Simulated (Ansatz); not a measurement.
# NH2Cl (triplet): wave-function methods side by side at distance Cl1–H2 along a hydrogen transfer = 1.840 Å, cc-pVDZ

Aim: climb from Hartree-Fock through coupled cluster and multireference methods for NH2Cl (triplet) at one geometry and basis, and see what each rung misses.

The runs use Ansatz 0.2.0, Gaussian basis; cc-pVDZ, core rule «outside noble gas», up to 6 orbitals frozen.

The runs, in order: UHF; CCSD(T) on ROHF; CCSD(T) on UHF; BCCD(T) on ROHF; CISD; CCSDT(Q) on ROHF; CCSDT(Q) on UHF; CASSCF and MRCISD+Q, 4 electrons in 4 orbitals; CASSCF and NEVPT2, 4 electrons in 4 orbitals; CASSCF and MRCISD+Q, 14 electrons in 10 orbitals; CASSCF and NEVPT2, 14 electrons in 10 orbitals.

10 further runs of the same task are left out: 9 that didn't finish, 1 set aside as unsound or not needed.

### Step 1. The system

The geometry derives from fragments relaxed apart (PBE0/def2-TZVP) and kept rigid, so it is no stationary point. A hydrogen atom is moved between rigid fragments.

4 atoms, charge 0, spin multiplicity 3.

Atoms are counted from 1 here; the program's logs count them from 0.

Bond lengths: H2–N3 1.133 Å, N3–H4 1.040 Å. Angles: H2–N3–H4 105.0°.

### Step 2. UHF

Contents of in.yaml:

```yaml
crystal:
  periodic: [false, false, false]
  atoms:
    - {symbol: Cl, position_ang: [-2.013770, 0.251057, 0.000000]}
    - {symbol: H, position_ang: [-0.173770, 0.251057, 0.000000]}
    - {symbol: N, position_ang: [0.959230, 0.251057, 0.000000]}
    - {symbol: H, position_ang: [1.228311, -0.753170, 0.000000]}
basis:
  gaussian: {orbitals: cc-pVDZ}
magnetization: {spin_polarized: true, initial_magnetization: 2}
hamiltonian: {xc: hf}
output: {orbitals: {seedname: orbitals}}
```

Launch:

```
> ansatz run in.yaml --threads 1 --pin off --events-out ev --progress --plain --max-ram 2393MiB
```

The runs that follow: CCSD(T) on ROHF; CCSD(T) on UHF; BCCD(T) on ROHF; CISD; CCSDT(Q) on ROHF; CCSDT(Q) on UHF; CASSCF and MRCISD+Q, 4 electrons in 4 orbitals; CASSCF and NEVPT2, 4 electrons in 4 orbitals; CASSCF and MRCISD+Q, 14 electrons in 10 orbitals; CASSCF and NEVPT2, 14 electrons in 10 orbitals.

Before running them: what should the planned runs give, taken together? Wanted: UCCSDT(Q) below the RHF energy; RMP2 from UCCSDT(Q); UMP2 from UCCSDT(Q); RCCSD from UCCSDT(Q); RCCSD(T) from UCCSDT(Q); UCCSD(T) from UCCSDT(Q); RCCSDT(Q) from UCCSDT(Q); NEVPT2 pair from UCCSDT(Q); NEVPT2 valence from UCCSDT(Q).

As calculated:

| quantity | value |
| --- | --- |
| UCCSDT(Q) below the RHF energy | -8.7504 eV |
| RMP2 from UCCSDT(Q) | +1207.8 meV |
| UMP2 from UCCSDT(Q) | +1208.6 meV |
| RCCSD from UCCSDT(Q) | +196.8 meV |
| RCCSD(T) from UCCSDT(Q) | +38.5 meV |
| UCCSD(T) from UCCSDT(Q) | +37.5 meV |
| RCCSDT(Q) from UCCSDT(Q) | +1.4 meV |
| NEVPT2 pair from UCCSDT(Q) | +1116.6 meV |
| NEVPT2 valence from UCCSDT(Q) | +1465.0 meV |
| MRCISD+Q valence from UCCSDT(Q) | +38.6 meV |
| levels within 1 kcal/mol (43 meV) | RCCSD(T), UCCSD(T), BCCD(T), RCCSDT, UCCSDT, RCCSDT(Q), MRCISD+Q valence |
| T1 diagnostic | 0.038 |
| effectively unpaired electrons | 2.02 |

**Reading.** RCCSD(T) misses by +38.5 meV, 0.4 % of the correlation energy. One determinant dominates. Of the multireference levels listed MRCISD+Q valence comes nearest in total energy (+38.6 meV), which doesn't show that its space is the better one. These misses are within one basis, not against nature; the frozen cores of restricted and unrestricted runs differ, which can shift their rows.
